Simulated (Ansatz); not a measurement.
Relaxing SrTaN2

Computed with Ansatz 0.2.0, DFT r2SCAN, scalar-relativistic, plane waves, PAW. Cutoff 500 eV, Γ-centred k mesh, Gaussian smearing, no spin polarisation in the final step.

The start puts SrTaN2 on the MAX phase (211) structure type (P6_3/mmc, No. 194), with Sr in place of Al, Ta in place of C, N in place of Cr, at a guessed volume.

```xyz
8
Lattice="3.1298 0.0000 0.0000 -1.5649 2.7105 0.0000 0.0000 0.0000 14.0073" Properties=species:S:1:pos:R:3 pbc="T T T"
Sr    0.0000    1.8070   10.5055
Sr    1.5649    0.9035    3.5018
Ta    0.0000    0.0000    7.0037
Ta    0.0000    0.0000    0.0000
N     0.0000    1.8070    5.7990
N     1.5649    0.9035   12.8027
N     1.5649    0.9035    8.2083
N     0.0000    1.8070    1.2046
```

Cell and atoms relax at zero pressure; the relaxation can't lower the symmetry of the start. After a coarse first stage the cell is made exact in the group found at 0.06 Å.

Formation energies are uncorrected and refer to the elements' standard structures at the same level (N₂ as a molecule).

Q: What does it relax into?

A: It keeps P6_3/mmc (No. 194). The result still has the MAX phase (211) structure. Conventional cell: a = 3.209 Å, c = 11.761 Å. Sr is coordinated by 6 N at 2.58 Å; around Ta lie 6 N at 2.18 Å; N has 3 Ta at 2.18 Å (next Sr at 2.58 Å).

```xyz
8
Lattice="3.2091 0.0000 0.0000 -1.6045 2.7791 0.0000 0.0000 0.0000 11.7609" Properties=species:S:1:pos:R:3 pbc="T T T"
Sr    0.0000    1.8528    8.8206
Sr    1.6045    0.9264    2.9402
Ta    0.0000    0.0000    5.8804
Ta    0.0000    0.0000    0.0000
N     0.0000    1.8528    4.7318
N     1.6045    0.9264   10.6122
N     1.6045    0.9264    7.0291
N     0.0000    1.8528    1.1486
```

Q: What are its volume, energy, density and gap?

A: The volume per atom is 13.11 Å³ and the density is 9.39 g/cm³. The energy over the elements is -1.22 eV/atom and the gap on the 12×12×4 mesh is 0 eV (a metal).

The final run used a 12×12×4 mesh on its 8-atom cell and 0.10 eV smearing. The k mesh leaves about 4 meV/atom of noise in metals. Spin–orbit coupling is left out. A structure relaxed within its symmetry needn't be a true minimum.

Cost: 3 runs of about 4.8 core-minutes in all, on Intel Xeon Processor @ 2.70GHz (shared hosts).